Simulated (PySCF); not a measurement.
N-methylpyrrolidine, C₅H₁₁N.
SMILES with atom numbers: `[CH3:1][N:2]1[CH2:3][CH2:4][CH2:5][CH2:6]1`

Geometry (GFN2-xTB, Å), atoms numbered from 1 in this order:
```xyz
17
C5H11N angstrom
C      2.077   -0.087    0.275
N      0.653   -0.035    0.480
C     -0.069   -1.145   -0.115
C     -1.536   -0.702   -0.098
C     -1.474    0.831    0.045
C      0.017    1.152   -0.056
H      2.355   -0.075   -0.793
H      2.540    0.770    0.764
H      2.468   -0.999    0.726
H      0.106   -2.053    0.465
H      0.263   -1.328   -1.153
H     -2.047   -1.004   -1.011
H     -2.064   -1.145    0.745
H     -2.051    1.344   -0.723
H     -1.853    1.135    1.020
H      0.304    2.029    0.528
H      0.303    1.325   -1.110
```

Probes without a nucleus sit at each ring's centroid and 1 Å off its mean plane on both sides; NICS is minus the shielding there, NICSzz its component along the normal. Level: GIAO PBE0/pcSseg-1 (PySCF, non-relativistic, gas phase) on the GFN2-xTB geometry, one conformer.

Ring bond lengths (Å), with Mayer bond orders in brackets: N2–C3 1.452 (0.96), C3–C4 1.533 (1.04), C4–C5 1.540 (1.03), C5–C6 1.529 (1.05), C6–N2 1.450 (0.95).

Task: What do the NICS probes read (ppm)?

Result: 
```
          ring                                             type  NICS(0)  NICS(1), two faces  NICS(1)zz, two faces  rms pucker (Å)  centre to ring atoms, mean (Å)
N2–C3–C4–C5–C6  5-membered ring with N; formal bonds all single     -7.7         -4.2 / -4.5           -4.9 / -4.1            0.18                            1.25
```

Task: What can be read from them?

Result: 
- N2–C3–C4–C5–C6: mean NICS(1)zz -4.5 ppm, shielded. C3, C4, C5, C6 have four or more neighbours; no verdict on aromaticity is drawn. A hydrogen on C6, outside the ring, lies only 1.43 Å from a NICS(1) probe, which then mostly feels that atom.

Task: At the first NICS(1) probe listed for ring N2–C3–C4–C5–C6, 1 Å off the ring, what do the in-plane components average?

Result: The isotropic value is a third of the trace: (3 × -4.2 − (-4.9))/2 = -3.9 ppm.

Task: How shielded are the nuclei of the rings and their hydrogens (means over atoms taken as equivalent)?

Result: 
```tsv
atoms	environment	σ isotropic (ppm)	principal values of the symmetric part, first atom (ppm)
N2	tertiary amine nitrogen	206.1	147.6, 227.0, 243.6
C3 (×2)	sp3 carbon bound to nitrogen	127.5	95.6, 116.8, 171.4
C4 (×2)	ring CH2 carbon	160.0	130.5, 174.3, 177.0
H10 (×4)	methylene hydrogen	29.38	24.5, 26.7, 35.0
H12 (×4)	methylene hydrogen	29.91	25.5, 27.7, 37.1
```
